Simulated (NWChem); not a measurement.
C2H5O anion

```xyz
8

C      0.2257    -1.1799     0.0000
C     -0.4812     0.2089     0.0000
O      0.3469     1.2536     0.0000
H     -0.5038    -2.0172     0.0000
H      0.8706    -1.2688    -0.8915
H      0.8706    -1.2688     0.8915
H     -1.1969     0.1668     0.8918
H     -1.1969     0.1668    -0.8918
```
Atoms are numbered in this order, from 1.

All runs: NWChem. Pople sets run with spherical d functions. Sets without diffuse functions describe the anion's extra electron poorly. Coordinates come from a B3LYP/def2-SVPD optimisation. The highest occupied level is positive in some or all of these runs, so the extra electron may be held by the finite basis. Atomic charges in e: unrestrained fits to the electrostatic potential beside Mulliken populations; buried atoms are poorly determined by the fit.

For level Hartree-Fock/6-31G*:

| Item | Value |
|---|---|
| Mulliken C1 | -0.46 |
| Mulliken O3 | -0.93 |

Question: What are these values for level B3LYP/def2-SVP?

Answer: 
| Quantity | Result |
|---|---|
| Mulliken C1 | 0.04 |
| Mulliken O3 | -0.65 |
